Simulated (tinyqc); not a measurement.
Worked calculation (part 1 of 3): UHF in the sto-3g basis, for H2O, spin multiplicity 1. This run ends on a higher stationary point, not on the lowest solution. Computed by tinyqc, a small Python program that keeps every step (integrals from PySCF). Settings: charge = 0, multiplicity = 1, basis = sto-3g, energy threshold = 1e-10, iteration cap = 73, orthogonalisation = symmetric, start = core, DIIS depth = 0, method = UHF, break = 0.4. Command: `OMP_NUM_THREADS=1 python tinyqc.py 27169 27170 out.jsonl` (the two numbers bound the seeds that draw the settings). One thread of a shared host (Intel(R) Xeon(R) Processor @ 2.60GHz), about 0.2 s of CPU time with the checks. Later iterations appear only in the table of the cycle.

## One-electron integrals

Geometry (angstrom):
```
atom         x          y         z
O     0.000000   0.000000  0.000000
H     0.000000   1.095000  0.749000
H     0.000000  -1.095000  0.749000
```

Basis sto-3g: exponents (1/bohr^2) and contraction coefficients of normalised primitives:
```
element  l (shell)    exponent  coefficient
O            s (1)  130.709320     0.154329
O            s (1)   23.808861     0.535328
O            s (1)    6.443608     0.444635
O            s (2)    5.033151    -0.099967
O            s (2)    1.169596     0.399513
O            s (2)    0.380389     0.700115
O            p (3)    5.033151     0.155916
O            p (3)    1.169596     0.607684
O            p (3)    0.380389     0.391957
H            s (1)    3.425251     0.154329
H            s (1)    0.623914     0.535328
H            s (1)    0.168855     0.444635
```

Overlap, kinetic and nuclear-attraction integrals over the contracted functions; the nuclear repulsion is the sum of Za Zb / Rab.

nuclear repulsion = 6.62370358 hartree

overlap S, order 1O 1s, 1O 2s, 1O 2px, 1O 2py, 1O 2pz, 2H 1s, 3H 1s:
$$\begin{pmatrix}
1.000000 & 0.236704 & 0.000000 & 0.000000 & 0.000000 & 0.022634 & 0.022634 \\
0.236704 & 1.000000 & 0.000000 & 0.000000 & 0.000000 & 0.268746 & 0.268746 \\
0.000000 & 0.000000 & 1.000000 & 0.000000 & 0.000000 & 0.000000 & 0.000000 \\
0.000000 & 0.000000 & 0.000000 & 1.000000 & 0.000000 & 0.210733 & -0.210733 \\
0.000000 & 0.000000 & 0.000000 & 0.000000 & 1.000000 & 0.144145 & 0.144145 \\
0.022634 & 0.268746 & 0.000000 & 0.210733 & 0.144145 & 1.000000 & 0.086566 \\
0.022634 & 0.268746 & 0.000000 & -0.210733 & 0.144145 & 0.086566 & 1.000000
\end{pmatrix}$$

kinetic energy T (hartree), order 1O 1s, 1O 2s, 1O 2px, 1O 2py, 1O 2pz, 2H 1s, 3H 1s:
$$\begin{pmatrix}
29.003200 & -0.168011 & 0.000000 & 0.000000 & 0.000000 & -0.007297 & -0.007297 \\
-0.168011 & 0.808128 & 0.000000 & 0.000000 & 0.000000 & 0.014622 & 0.014622 \\
0.000000 & 0.000000 & 2.528731 & 0.000000 & 0.000000 & 0.000000 & 0.000000 \\
0.000000 & 0.000000 & 0.000000 & 2.528731 & 0.000000 & 0.067588 & -0.067588 \\
0.000000 & 0.000000 & 0.000000 & 0.000000 & 2.528731 & 0.046231 & 0.046231 \\
-0.007297 & 0.014622 & 0.000000 & 0.067588 & 0.046231 & 0.760032 & -0.011399 \\
-0.007297 & 0.014622 & 0.000000 & -0.067588 & 0.046231 & -0.011399 & 0.760032
\end{pmatrix}$$

nuclear attraction V (hartree), order 1O 1s, 1O 2s, 1O 2px, 1O 2py, 1O 2pz, 2H 1s, 3H 1s:
$$\begin{pmatrix}
-61.416214 & -7.371912 & 0.000000 & 0.000000 & -0.009125 & -0.720211 & -0.720211 \\
-7.371912 & -9.848898 & 0.000000 & 0.000000 & -0.114272 & -1.916193 & -1.916193 \\
0.000000 & 0.000000 & -9.739552 & 0.000000 & 0.000000 & 0.000000 & 0.000000 \\
0.000000 & 0.000000 & 0.000000 & -9.814256 & 0.000000 & -1.300845 & 1.300845 \\
-0.009125 & -0.114272 & 0.000000 & 0.000000 & -9.774505 & -0.910701 & -0.910701 \\
-0.720211 & -1.916193 & 0.000000 & -1.300845 & -0.910701 & -4.632554 & -0.457330 \\
-0.720211 & -1.916193 & 0.000000 & 1.300845 & -0.910701 & -0.457330 & -4.632554
\end{pmatrix}$$

core Hamiltonian H = T + V (hartree), order 1O 1s, 1O 2s, 1O 2px, 1O 2py, 1O 2pz, 2H 1s, 3H 1s:
$$\begin{pmatrix}
-32.413014 & -7.539923 & 0.000000 & 0.000000 & -0.009125 & -0.727508 & -0.727508 \\
-7.539923 & -9.040770 & 0.000000 & 0.000000 & -0.114272 & -1.901571 & -1.901571 \\
0.000000 & 0.000000 & -7.210821 & 0.000000 & 0.000000 & 0.000000 & 0.000000 \\
0.000000 & 0.000000 & 0.000000 & -7.285525 & 0.000000 & -1.233257 & 1.233257 \\
-0.009125 & -0.114272 & 0.000000 & 0.000000 & -7.245774 & -0.864470 & -0.864470 \\
-0.727508 & -1.901571 & 0.000000 & -1.233257 & -0.864470 & -3.872522 & -0.468728 \\
-0.727508 & -1.901571 & 0.000000 & 1.233257 & -0.864470 & -0.468728 & -3.872522
\end{pmatrix}$$

## Two-electron integrals

Functions are numbered as in S; the eight-fold symmetry (ij|kl) = (ji|kl) = (kl|ij) leaves the list below.

Two-electron integrals (ij|kl) in chemists' order, unique and non-zero (hartree):
```
(11|11) 4.785065    (21|11) 0.741380    (21|21) 0.136873    (22|11) 1.118947
(22|21) 0.256633    (22|22) 0.817206    (31|31) 0.024477    (32|31) 0.037809
(32|32) 0.180518    (33|11) 1.115814    (33|21) 0.256684    (33|22) 0.817023
(33|33) 0.880159    (41|41) 0.024477    (42|41) 0.037809    (42|42) 0.180518
(43|43) 0.047444    (44|11) 1.115814    (44|21) 0.256684    (44|22) 0.817023
(44|33) 0.785270    (44|44) 0.880159    (51|51) 0.024477    (52|51) 0.037809
(52|52) 0.180518    (53|53) 0.047444    (54|54) 0.047444    (55|11) 1.115814
(55|21) 0.256684    (55|22) 0.817023    (55|33) 0.785270    (55|44) 0.785270
(55|55) 0.880159    (61|11) 0.071625    (61|21) 0.013128    (61|22) 0.024516
(61|33) 0.024472    (61|41) 0.000471    (61|42) 0.000896    (61|44) 0.024565
(61|51) 0.000322    (61|52) 0.000613    (61|54) 0.000064    (61|55) 0.024516
(61|61) 0.001274    (62|11) 0.204809    (62|21) 0.047698    (62|22) 0.172175
(62|33) 0.169087    (62|41) 0.002918    (62|42) 0.024020    (62|44) 0.175278
(62|51) 0.001996    (62|52) 0.016430    (62|54) 0.004235    (62|55) 0.171984
(62|61) 0.004671    (62|62) 0.048185    (63|31) 0.004600    (63|32) 0.028174
(63|43) 0.004759    (63|53) 0.003255    (63|63) 0.006297    (64|11) 0.132898
(64|21) 0.031314    (64|22) 0.120787    (64|33) 0.115581    (64|41) 0.006241
(64|42) 0.043718    (64|44) 0.129159    (64|51) 0.001123    (64|52) 0.010633
(64|54) 0.006032    (64|55) 0.117481    (64|61) 0.003175    (64|62) 0.041186
(64|64) 0.041143    (65|11) 0.090905    (65|21) 0.021419    (65|22) 0.082621
(65|33) 0.079060    (65|41) 0.001123    (65|42) 0.010633    (65|44) 0.081837
(65|51) 0.005368    (65|52) 0.035447    (65|54) 0.006659    (65|55) 0.086870
(65|61) 0.002172    (65|62) 0.028172    (65|64) 0.023835    (65|65) 0.022601
(66|11) 0.395414    (66|21) 0.093517    (66|22) 0.389245    (66|33) 0.375675
(66|41) 0.006270    (66|42) 0.073520    (66|44) 0.403140    (66|51) 0.004289
(66|52) 0.050289    (66|54) 0.018786    (66|55) 0.388525    (66|61) 0.009192
(66|62) 0.148520    (66|64) 0.145378    (66|65) 0.099441    (66|66) 0.774606
(71|11) 0.071625    (71|21) 0.013128    (71|22) 0.024516    (71|33) 0.024472
(71|41) -0.000471   (71|42) -0.000896   (71|44) 0.024565    (71|51) 0.000322
(71|52) 0.000613    (71|54) -0.000064   (71|55) 0.024516    (71|61) 0.001254
(71|62) 0.004518    (71|64) 0.002859    (71|65) 0.002105    (71|66) 0.008853
(71|71) 0.001274    (72|11) 0.204809    (72|21) 0.047698    (72|22) 0.172175
(72|33) 0.169087    (72|41) -0.002918   (72|42) -0.024020   (72|44) 0.175278
(72|51) 0.001996    (72|52) 0.016430    (72|54) -0.004235   (72|55) 0.171984
(72|61) 0.004518    (72|62) 0.036529    (72|64) 0.022117    (72|65) 0.020683
(72|66) 0.088023    (72|71) 0.004671    (72|72) 0.048185    (73|31) 0.004600
(73|32) 0.028174    (73|43) -0.004759   (73|53) 0.003255    (73|63) 0.004545
(73|73) 0.006297    (74|11) -0.132898   (74|21) -0.031314   (74|22) -0.120787
(74|33) -0.115581   (74|41) 0.006241    (74|42) 0.043718    (74|44) -0.129159
(74|51) -0.001123   (74|52) -0.010633   (74|54) 0.006032    (74|55) -0.117481
(74|61) -0.002859   (74|62) -0.022117   (74|64) -0.009295   (74|65) -0.012338
(74|66) -0.051119   (74|71) -0.003175   (74|72) -0.041186   (74|74) 0.041143
(75|11) 0.090905    (75|21) 0.021419    (75|22) 0.082621    (75|33) 0.079060
(75|41) -0.001123   (75|42) -0.010633   (75|44) 0.081837    (75|51) 0.005368
(75|52) 0.035447    (75|54) -0.006659   (75|55) 0.086870    (75|61) 0.002105
(75|62) 0.020683    (75|64) 0.012338    (75|65) 0.016082    (75|66) 0.053824
(75|71) 0.002172    (75|72) 0.028172    (75|74) -0.023835   (75|75) 0.022601
(76|11) 0.045903    (76|21) 0.010793    (76|22) 0.042482    (76|33) 0.041541
(76|44) 0.042410    (76|51) 0.000704    (76|52) 0.007015    (76|55) 0.043450
(76|61) 0.001044    (76|62) 0.011738    (76|64) 0.008850    (76|65) 0.007771
(76|66) 0.038599    (76|71) 0.001044    (76|72) 0.011738    (76|74) -0.008850
(76|75) 0.007771    (76|76) 0.003755    (77|11) 0.395414    (77|21) 0.093517
(77|22) 0.389245    (77|33) 0.375675    (77|41) -0.006270   (77|42) -0.073520
(77|44) 0.403140    (77|51) 0.004289    (77|52) 0.050289    (77|54) -0.018786
(77|55) 0.388525    (77|61) 0.008853    (77|62) 0.088023    (77|64) 0.051119
(77|65) 0.053824    (77|66) 0.241237    (77|71) 0.009192    (77|72) 0.148520
(77|74) -0.145378   (77|75) 0.099441    (77|76) 0.038599    (77|77) 0.774606
```

## Orthogonalisation

S = U s U^T; symmetric (Loewdin) form X = U s^(-1/2) U^T, so that X^T S X = 1.

eigenvalues of S: [0.563015, 0.655569, 0.895804, 1.000000, 1.096201, 1.257865, 1.531546]

X, order 1O 1s, 1O 2s, 1O 2px, 1O 2py, 1O 2pz, 2H 1s, 3H 1s:
$$\begin{pmatrix}
1.022872 & -0.129876 & 0.000000 & 0.000000 & -0.003742 & 0.014251 & 0.014251 \\
-0.129876 & 1.083000 & 0.000000 & 0.000000 & 0.031935 & -0.145193 & -0.145193 \\
0.000000 & 0.000000 & 1.000000 & 0.000000 & 0.000000 & 0.000000 & 0.000000 \\
0.000000 & 0.000000 & 0.000000 & 1.038666 & 0.000000 & -0.120164 & 0.120164 \\
-0.003742 & 0.031935 & 0.000000 & 0.000000 & 1.016696 & -0.076228 & -0.076228 \\
0.014251 & -0.145193 & 0.000000 & -0.120164 & -0.076228 & 1.058949 & -0.029079 \\
0.014251 & -0.145193 & 0.000000 & 0.120164 & -0.076228 & -0.029079 & 1.058949
\end{pmatrix}$$

## Starting guess

The start is the orbitals of the core Hamiltonian, with HOMO and LUMO mixed by +/-0.4 rad for the two spins; D(s) = C_occ C_occ^T for each spin.

D(alpha) at the start, order 1O 1s, 1O 2s, 1O 2px, 1O 2py, 1O 2pz, 2H 1s, 3H 1s:
$$\begin{pmatrix}
1.062516 & -0.269044 & 0.012558 & 0.000000 & -0.010082 & 0.026445 & 0.026445 \\
-0.269044 & 1.159889 & -0.105251 & 0.000000 & 0.057237 & -0.127087 & -0.127087 \\
0.012558 & -0.105251 & 0.848353 & 0.000000 & -0.046737 & 0.265069 & 0.265069 \\
0.000000 & 0.000000 & 0.000000 & 1.068015 & 0.000000 & -0.101661 & 0.101661 \\
-0.010082 & 0.057237 & -0.046737 & 0.000000 & 1.031923 & -0.079002 & -0.079002 \\
0.026445 & -0.127087 & 0.265069 & -0.101661 & -0.079002 & 0.103762 & 0.084408 \\
0.026445 & -0.127087 & 0.265069 & 0.101661 & -0.079002 & 0.084408 & 0.103762
\end{pmatrix}$$

D(beta) at the start, order 1O 1s, 1O 2s, 1O 2px, 1O 2py, 1O 2pz, 2H 1s, 3H 1s:
$$\begin{pmatrix}
1.062516 & -0.269044 & -0.012558 & 0.000000 & -0.010082 & 0.026445 & 0.026445 \\
-0.269044 & 1.159889 & 0.105251 & 0.000000 & 0.057237 & -0.127087 & -0.127087 \\
-0.012558 & 0.105251 & 0.848353 & 0.000000 & 0.046737 & -0.265069 & -0.265069 \\
0.000000 & 0.000000 & 0.000000 & 1.068015 & 0.000000 & -0.101661 & 0.101661 \\
-0.010082 & 0.057237 & 0.046737 & 0.000000 & 1.031923 & -0.079002 & -0.079002 \\
0.026445 & -0.127087 & -0.265069 & -0.101661 & -0.079002 & 0.103762 & 0.084408 \\
0.026445 & -0.127087 & -0.265069 & 0.101661 & -0.079002 & 0.084408 & 0.103762
\end{pmatrix}$$

## Iteration 1: building the Fock matrix

J_ij = sum D_kl (ij|kl) with D = D(alpha) + D(beta), K_ij = sum D_kl (ik|jl) for each spin; F = H + J - K(s); E = tr D H + tr D J / 2 - 0.5 sum_s tr D(s) K(s) + E_nn.

Coulomb J (hartree), order 1O 1s, 1O 2s, 1O 2px, 1O 2py, 1O 2pz, 2H 1s, 3H 1s:
$$\begin{pmatrix}
18.366759 & 3.494785 & 0.000000 & 0.000000 & 0.003420 & 0.335554 & 0.335554 \\
3.494785 & 8.670577 & 0.000000 & 0.000000 & 0.015421 & 1.773000 & 1.773000 \\
0.000000 & 0.000000 & 8.640871 & 0.000000 & 0.000000 & 0.000000 & 0.000000 \\
0.000000 & 0.000000 & 0.000000 & 8.675177 & 0.000000 & 1.226041 & -1.226041 \\
0.003420 & 0.015421 & 0.000000 & 0.000000 & 8.672270 & 0.841029 & 0.841029 \\
0.335554 & 1.773000 & 0.000000 & 1.226041 & 0.841029 & 3.931482 & 0.430270 \\
0.335554 & 1.773000 & 0.000000 & -1.226041 & 0.841029 & 0.430270 & 3.931482
\end{pmatrix}$$

exchange K(alpha) (hartree), order 1O 1s, 1O 2s, 1O 2px, 1O 2py, 1O 2pz, 2H 1s, 3H 1s:
$$\begin{pmatrix}
4.917291 & 0.852711 & -0.001264 & 0.000000 & 0.000428 & 0.087129 & 0.087129 \\
0.852711 & 1.406156 & 0.003282 & 0.000000 & 0.003730 & 0.251461 & 0.251461 \\
-0.001264 & 0.003282 & 1.046636 & 0.000000 & 0.004719 & 0.089221 & 0.089221 \\
0.000000 & 0.000000 & 0.000000 & 1.175253 & 0.000000 & 0.131841 & -0.131841 \\
0.000428 & 0.003730 & 0.004719 & 0.000000 & 1.174016 & 0.091932 & 0.091932 \\
0.087129 & 0.251461 & 0.089221 & 0.131841 & 0.091932 & 0.132905 & 0.056839 \\
0.087129 & 0.251461 & 0.089221 & -0.131841 & 0.091932 & 0.056839 & 0.132905
\end{pmatrix}$$

exchange K(beta) (hartree), order 1O 1s, 1O 2s, 1O 2px, 1O 2py, 1O 2pz, 2H 1s, 3H 1s:
$$\begin{pmatrix}
4.917291 & 0.852711 & 0.001264 & 0.000000 & 0.000428 & 0.087129 & 0.087129 \\
0.852711 & 1.406156 & -0.003282 & 0.000000 & 0.003730 & 0.251461 & 0.251461 \\
0.001264 & -0.003282 & 1.046636 & 0.000000 & -0.004719 & -0.089221 & -0.089221 \\
0.000000 & 0.000000 & 0.000000 & 1.175253 & 0.000000 & 0.131841 & -0.131841 \\
0.000428 & 0.003730 & -0.004719 & 0.000000 & 1.174016 & 0.091932 & 0.091932 \\
0.087129 & 0.251461 & -0.089221 & 0.131841 & 0.091932 & 0.132905 & 0.056839 \\
0.087129 & 0.251461 & -0.089221 & -0.131841 & 0.091932 & 0.056839 & 0.132905
\end{pmatrix}$$

F(alpha) (hartree), order 1O 1s, 1O 2s, 1O 2px, 1O 2py, 1O 2pz, 2H 1s, 3H 1s:
$$\begin{pmatrix}
-18.963545 & -4.897849 & 0.001264 & 0.000000 & -0.006133 & -0.479083 & -0.479083 \\
-4.897849 & -1.776348 & -0.003282 & 0.000000 & -0.102581 & -0.380031 & -0.380031 \\
0.001264 & -0.003282 & 0.383415 & 0.000000 & -0.004719 & -0.089221 & -0.089221 \\
0.000000 & 0.000000 & 0.000000 & 0.214399 & 0.000000 & -0.139056 & 0.139056 \\
-0.006133 & -0.102581 & -0.004719 & 0.000000 & 0.252480 & -0.115373 & -0.115373 \\
-0.479083 & -0.380031 & -0.089221 & -0.139056 & -0.115373 & -0.073944 & -0.095297 \\
-0.479083 & -0.380031 & -0.089221 & 0.139056 & -0.115373 & -0.095297 & -0.073944
\end{pmatrix}$$

F(beta) (hartree), order 1O 1s, 1O 2s, 1O 2px, 1O 2py, 1O 2pz, 2H 1s, 3H 1s:
$$\begin{pmatrix}
-18.963545 & -4.897849 & -0.001264 & 0.000000 & -0.006133 & -0.479083 & -0.479083 \\
-4.897849 & -1.776348 & 0.003282 & 0.000000 & -0.102581 & -0.380031 & -0.380031 \\
-0.001264 & 0.003282 & 0.383415 & 0.000000 & 0.004719 & 0.089221 & 0.089221 \\
0.000000 & 0.000000 & 0.000000 & 0.214399 & 0.000000 & -0.139056 & 0.139056 \\
-0.006133 & -0.102581 & 0.004719 & 0.000000 & 0.252480 & -0.115373 & -0.115373 \\
-0.479083 & -0.380031 & 0.089221 & -0.139056 & -0.115373 & -0.073944 & -0.095297 \\
-0.479083 & -0.380031 & 0.089221 & 0.139056 & -0.115373 & -0.095297 & -0.073944
\end{pmatrix}$$

total energy of this density = -73.51167391 hartree

## Iteration 1: diagonalisation and new density

Diagonalise F' = X^T F X, C = X C', fill 5 alpha and 5 beta electrons from the bottom; D(s) = C_occ C_occ^T. Each column has its largest component positive (the first on a tie).

F' = X^T F X (alpha) (hartree):
$$\begin{pmatrix}
-18.594805 & -2.620125 & -0.000806 & 0.000000 & -0.012353 & -0.028238 & -0.028238 \\
-2.620125 & -0.834399 & 0.022039 & 0.000000 & -0.047394 & -0.200136 & -0.200136 \\
-0.000806 & 0.022039 & 0.383415 & 0.000000 & 0.008695 & -0.091032 & -0.091032 \\
0.000000 & 0.000000 & 0.000000 & 0.301339 & 0.000000 & -0.190714 & 0.190714 \\
-0.012353 & -0.047394 & 0.008695 & 0.000000 & 0.290413 & -0.126789 & -0.126789 \\
-0.028238 & -0.200136 & -0.091032 & -0.190714 & -0.126789 & 0.058228 & -0.045963 \\
-0.028238 & -0.200136 & -0.091032 & 0.190714 & -0.126789 & -0.045963 & 0.058228
\end{pmatrix}$$

orbital energies (alpha) (hartree): MO1 -18.973634, MO2 -0.599456, MO3 -0.084394, MO4 0.027313, MO5 0.329402, MO6 0.473264, MO7 0.489924

coefficients C (alpha), order 1O 1s, 1O 2s, 1O 2px, 1O 2py, 1O 2pz, 2H 1s, 3H 1s:
$$\begin{pmatrix}
0.993852 & -0.236842 & 0.000000 & -0.132338 & -0.009227 & -0.046066 & 0.000000 \\
0.025525 & 0.878339 & 0.000000 & 0.624551 & 0.074772 & 0.255251 & 0.000000 \\
-0.000094 & 0.037218 & 0.000000 & -0.284436 & -0.602854 & 0.744499 & 0.000000 \\
0.000000 & 0.000000 & 0.455918 & 0.000000 & 0.000000 & 0.000000 & 0.948602 \\
0.001452 & 0.116778 & 0.000000 & -0.330475 & 0.807163 & 0.521500 & 0.000000 \\
-0.003665 & 0.184076 & 0.561653 & -0.571307 & -0.205267 & -0.393684 & -0.539341 \\
-0.003665 & 0.184076 & -0.561653 & -0.571307 & -0.205267 & -0.393684 & 0.539341
\end{pmatrix}$$

F' = X^T F X (beta) (hartree):
$$\begin{pmatrix}
-18.594805 & -2.620125 & 0.000806 & 0.000000 & -0.012353 & -0.028238 & -0.028238 \\
-2.620125 & -0.834399 & -0.022039 & 0.000000 & -0.047394 & -0.200136 & -0.200136 \\
0.000806 & -0.022039 & 0.383415 & 0.000000 & -0.008695 & 0.091032 & 0.091032 \\
0.000000 & 0.000000 & 0.000000 & 0.301339 & 0.000000 & -0.190714 & 0.190714 \\
-0.012353 & -0.047394 & -0.008695 & 0.000000 & 0.290413 & -0.126789 & -0.126789 \\
-0.028238 & -0.200136 & 0.091032 & -0.190714 & -0.126789 & 0.058228 & -0.045963 \\
-0.028238 & -0.200136 & 0.091032 & 0.190714 & -0.126789 & -0.045963 & 0.058228
\end{pmatrix}$$

orbital energies (beta) (hartree): MO1 -18.973634, MO2 -0.599456, MO3 -0.084394, MO4 0.027313, MO5 0.329402, MO6 0.473264, MO7 0.489924

coefficients C (beta), order 1O 1s, 1O 2s, 1O 2px, 1O 2py, 1O 2pz, 2H 1s, 3H 1s:
$$\begin{pmatrix}
0.993852 & -0.236842 & 0.000000 & -0.132338 & -0.009227 & 0.046066 & 0.000000 \\
0.025525 & 0.878339 & 0.000000 & 0.624551 & 0.074772 & -0.255251 & 0.000000 \\
0.000094 & -0.037218 & 0.000000 & 0.284436 & 0.602854 & 0.744499 & 0.000000 \\
0.000000 & 0.000000 & 0.455918 & 0.000000 & 0.000000 & 0.000000 & 0.948602 \\
0.001452 & 0.116778 & 0.000000 & -0.330475 & 0.807163 & -0.521500 & 0.000000 \\
-0.003665 & 0.184076 & 0.561653 & -0.571307 & -0.205267 & 0.393684 & -0.539341 \\
-0.003665 & 0.184076 & -0.561653 & -0.571307 & -0.205267 & 0.393684 & 0.539341
\end{pmatrix}$$

D(alpha) after iteration 1, order 1O 1s, 1O 2s, 1O 2px, 1O 2py, 1O 2pz, 2H 1s, 3H 1s:
$$\begin{pmatrix}
1.061434 & -0.266002 & 0.034296 & 0.000000 & 0.010072 & 0.030260 & 0.030260 \\
-0.266002 & 1.167786 & -0.190034 & 0.000000 & -0.043438 & -0.210571 & -0.210571 \\
0.034296 & -0.190034 & 0.445721 & 0.000000 & -0.388256 & 0.293097 & 0.293097 \\
0.000000 & 0.000000 & 0.000000 & 0.207861 & 0.000000 & 0.256067 & -0.256067 \\
0.010072 & -0.043438 & -0.388256 & 0.000000 & 0.774365 & 0.044610 & 0.044610 \\
0.030260 & -0.210571 & 0.293097 & 0.256067 & 0.044610 & 0.717878 & 0.086970 \\
0.030260 & -0.210571 & 0.293097 & -0.256067 & 0.044610 & 0.086970 & 0.717878
\end{pmatrix}$$

D(beta) after iteration 1, order 1O 1s, 1O 2s, 1O 2px, 1O 2py, 1O 2pz, 2H 1s, 3H 1s:
$$\begin{pmatrix}
1.061434 & -0.266002 & -0.034296 & 0.000000 & 0.010072 & 0.030260 & 0.030260 \\
-0.266002 & 1.167786 & 0.190034 & 0.000000 & -0.043438 & -0.210571 & -0.210571 \\
-0.034296 & 0.190034 & 0.445721 & 0.000000 & 0.388256 & -0.293097 & -0.293097 \\
0.000000 & 0.000000 & 0.000000 & 0.207861 & 0.000000 & 0.256067 & -0.256067 \\
0.010072 & -0.043438 & 0.388256 & 0.000000 & 0.774365 & 0.044610 & 0.044610 \\
0.030260 & -0.210571 & -0.293097 & 0.256067 & 0.044610 & 0.717878 & 0.086970 \\
0.030260 & -0.210571 & -0.293097 & -0.256067 & 0.044610 & 0.086970 & 0.717878
\end{pmatrix}$$
